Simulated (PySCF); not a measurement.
C₂H, SMILES [C]#C (connectivity only; charge and spin as stated), charge +1, multiplicity 1.

Geometry optimised at B3LYP-D3(BJ)/def2-TZVPD. The multiplicity is an assumed one; other spin states were not compared. The isomer is the one that the SMILES or the coordinates give; other isomers of the formula were not compared.

The numbers are results of PySCF with CAM-B3LYP/def2-TZVPD, not measurements.

Symmetry labels are those of the subgroup Cs that the program uses (full group Cs).

Question: List the valence orbital energies around the gap with their symmetry. (Estimate from the structure and the level; the computed values follow.)

Answer: 
```csv
orbital,symmetry,energy (eV)
HOMO−5,A',-291.90
HOMO−4,A',-291.62
HOMO−3,A',-33.17
HOMO−2,A',-26.36
HOMO−1,A',-19.81
HOMO,A",-19.52
LUMO,A',-14.36
LUMO+1,A',-8.36
LUMO+2,A",-7.76
LUMO+3,A',-4.03
```
